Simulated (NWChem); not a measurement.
# One shape, several levels: singlet C2H5O+

Aim: a comparison of 3 runs (HF/aug-cc-pVDZ, MP2/aug-cc-pVDZ, CCSD/aug-cc-pVDZ) of singlet C2H5O+. 

The calculation is run with NWChem 7.3.0.

### Step 1. Starting point

C2H5O+ has 8 atoms, charge +1, and is taken as a singlet. As SMILES of the parent species, `CC[O]`. Geometry: relaxed at PBE0-D4/def2-TZVP. That shape belongs to the parent species and isn't relaxed for this state.

Bond lengths: C1–C2 1.515 Å, C2–O3 1.356 Å, C1–H4 1.093 Å, C1–H5 1.092 Å, C1–H6 1.092 Å, C2–H7 1.108 Å, C2–H8 1.108 Å. Some angles: C1–C2–O3 115.9°, C1–C2–H7 111.7°, C1–C2–H8 111.7°, O3–C2–H7 107.2°, O3–C2–H8 107.0°, C2–C1–H4 110.8°, C2–C1–H5 110.5°, C2–C1–H6 110.5°, H7–C2–H8 102.4°, H4–C1–H5 108.4°.

### Step 2. A single-point energy at HF/aug-cc-pVDZ (run 1)

Input file c2h5o.nw:

```
start c2h5o
title "C2H5O"
memory stack 880 mb heap 220 mb global 1100 mb
charge 1
geometry units angstroms noautosym nocenter noautoz
C       -0.448800       0.594100      -0.264500
C        0.392800      -0.560600       0.239800
O        1.676500      -0.263400       0.560000
H       -1.464700       0.263300      -0.495200
H       -0.010900       1.018500      -1.170000
H       -0.505800       1.382200       0.488700
H        0.422200      -1.394700      -0.489000
H       -0.061300      -1.039300       1.130100
end
basis spherical bse
* library aug-cc-pVDZ
end
scf
thresh 1e-08
maxiter 80
print medium
end
task scf energy
```

Launch:

```bash
$ nwchem c2h5o.nw > c2h5o.out
```

Output:

```text
[...]
  functions       =   114
[...]
  wavefunction    = RHF
[...]
         Total SCF energy =   -153.030691857296
      One-electron energy =   -348.282346931910
      Two-electron energy =    120.739507053550
 Nuclear repulsion energy =     74.512148021064
        Time for solution =    111.5s
[...]
```

Wall time 1.9 min (1 thread of Intel Xeon 6975P-C (Granite Rapids), shared host); peak memory 0.097 GiB.

### Step 3. The energy at MP2/aug-cc-pVDZ (run 2)

Input file run.py:

```python
from ase import Atoms
from ase.calculators.nwchem import NWChem

system = Atoms('CCOHHHHH', positions=[
    [-0.448800, 0.594100, -0.264500],
    [0.392800, -0.560600, 0.239800],
    [1.676500, -0.263400, 0.560000],
    [-1.464700, 0.263300, -0.495200],
    [-0.010900, 1.018500, -1.170000],
    [-0.505800, 1.382200, 0.488700],
    [0.422200, -1.394700, -0.489000],
    [-0.061300, -1.039300, 1.130100],
])

calc = NWChem(
    label='c2h5o',
    theory='mp2',
    memory='2200 mb',
    basis='aug-cc-pVDZ',
    basispar='spherical bse',
    charge=1,
    scf={'nopen': '0', 'rhf': None, 'thresh': '1e-08', 'maxiter': '80', 'print': 'low'},
    mp2={'freeze': 'core 3', 'tight': None},
    task='energy',
)
system.calc = calc

print(f"energy = {system.get_potential_energy():.6f} eV")
```

Launch:

```bash
$ export ASE_NWCHEM_COMMAND="nwchem PREFIX.nwi > PREFIX.nwo"
$ python run.py
```

Output:

```text
energy = -4176.634459 eV
```

The calculator wrote c2h5o.nwi:

```
title "c2h5o"

permanent_dir c2h5o

scratch_dir c2h5o

start c2h5o

geometry units angstrom nocenter noautosym noautoz
  C  -4.4879999999999998e-01 5.9409999999999996e-01 -2.6450000000000001e-01
  C  3.9279999999999998e-01 -5.6059999999999999e-01 2.3980000000000001e-01
  O  1.6765000000000001e+00 -2.6340000000000002e-01 5.6000000000000005e-01
  H  -1.4646999999999999e+00 2.6329999999999998e-01 -4.9519999999999997e-01
  H  -1.0900000000000000e-02 1.0185000000000000e+00 -1.1699999999999999e+00
  H  -5.0580000000000003e-01 1.3822000000000001e+00 4.8870000000000002e-01
  H  4.2220000000000002e-01 -1.3947000000000001e+00 -4.8899999999999999e-01
  H  -6.1300000000000000e-02 -1.0392999999999999e+00 1.1301000000000001e+00
end

charge 1

memory 2200 mb

basis spherical bse noprint
   * library aug-cc-pVDZ
end

scf
  nopen 0
  rhf
  thresh 1e-08
  maxiter 80
  print low
end
mp2
  freeze core 3
  tight
end

task mp2 energy
```

c2h5o.nwo:

```text
Northwest Computational Chemistry Package (NWChem) 7.3.0
             --------------------------------------------------------

           Job information
           ---------------

    nwchem branch   = 7.3.0
    use scalapack   = T
    input           = c2h5o.nwi
    prefix          = c2h5o.
    data base       = c2h5o/c2h5o.db
    status          = startup
    nproc           =        1

           Memory information
           ------------------

[... 5 lines left out ...]
    hardfail = no
[... 112 lines left out ...]
  ga_iter_lsolve: convergence stagnant ... aborting solve
[... 2 lines left out ...]
       Final RHF  results
[... 3 lines left out ...]
      One-electron energy =   -348.282346931822
[... 1 line left out ...]
 Nuclear repulsion energy =     74.512148021064
[... 43 lines left out ...]
          ---------------------------------------------------
                    Spin Component Scaled (SCS) MP2
          Same spin pairs                     -0.105661759663
          Same spin scaling factor             0.333333333333
          Opposite spin pairs                 -0.352132983497
          Opposite spin scaling fact.          1.200000000000
          SCS-MP2 correlation energy          -0.457780166751
          Total SCS-MP2 energy              -153.488472024028
          ---------------------------------------------------

 -----------------------
 Task  times  cpu:      114.3s     wall:      114.3s
 Total times  cpu:      114.3s     wall:      114.3s
```

Wall time 1.9 min (1 thread of Intel Xeon 6975P-C (Granite Rapids), shared host); peak memory 0.32 GiB.

### Step 4. The energy at CCSD/aug-cc-pVDZ (run 3)

Input file calc.nw:

```
start calc
title "C2H5O energy"
memory stack 880 mb heap 220 mb global 1100 mb
charge 1

geometry units angstroms noautosym nocenter noautoz
C       -0.448800       0.594100      -0.264500
C        0.392800      -0.560600       0.239800
O        1.676500      -0.263400       0.560000
H       -1.464700       0.263300      -0.495200
H       -0.010900       1.018500      -1.170000
H       -0.505800       1.382200       0.488700
H        0.422200      -1.394700      -0.489000
H       -0.061300      -1.039300       1.130100
end

basis spherical bse
C library aug-cc-pVDZ
O library aug-cc-pVDZ
H library aug-cc-pVDZ
end

scf
thresh 1e-08
maxiter 80
end

ccsd
freeze core 3
maxiter 60
end

task ccsd energy
```

Launch:

```bash
$ nwchem calc.nw > calc.out
```

Output:

```text
[...]
  functions       =   114
[...]
  wavefunction    = RHF
[...]
         Total SCF energy =   -153.030691857296
      One-electron energy =   -348.282346931910
      Two-electron energy =    120.739507053550
 Nuclear repulsion energy =     74.512148021064
        Time for solution =    110.6s
[...]
 Total MP2 energy:           -153.488486600450926
[...]
             energy      energy      error      ampl     ampl      Block
                                                time     time      time
[...]
 Total CCSD energy:           -153.543771506678098
[...]
```

Wall time 10 min (1 thread of Intel Xeon 6975P-C (Granite Rapids), shared host); peak memory 0.23 GiB.

### Step 5. All runs side by side

| run | level | module | frozen core orbitals | energy (Eh) | HOMO energy (eV) | LUMO energy (eV) | HOMO–LUMO gap (eV) | wall time |
| --- | --- | --- | --- | --- | --- | --- | --- | --- |
| 1 | HF/aug-cc-pVDZ | scf | – | -153.030692 | -20.40 | -9.62 | 10.78 | 1.9 min |
| 2 | MP2/aug-cc-pVDZ | mp2 | 3 | -153.488487 | – | – | – | 1.9 min |
| 3 | CCSD/aug-cc-pVDZ | ccsd | 3 | -153.543772 | -20.40 | -9.62 | 10.78 | 10 min |

### Step 6. Outcome

| quantity | value |
| --- | --- |
| run 3: total energy | -153.54377 Eh |
| run 3: HOMO energy (Hartree–Fock orbitals) | -20.40 eV |
| run 3: LUMO energy (Hartree–Fock orbitals) | -9.62 eV |
| run 3: HOMO–LUMO gap (Hartree–Fock orbitals) | 10.78 eV |
| run 3: correlation energy (3 core orbitals frozen) | -513.1 mEh |

What this shows: Below the HF energy at the same shape and in the same basis (aug-cc-pVDZ): MP2 -457.8 mEh; CCSD -513.1 mEh. All runs together took 14 min, the longest 10 min.
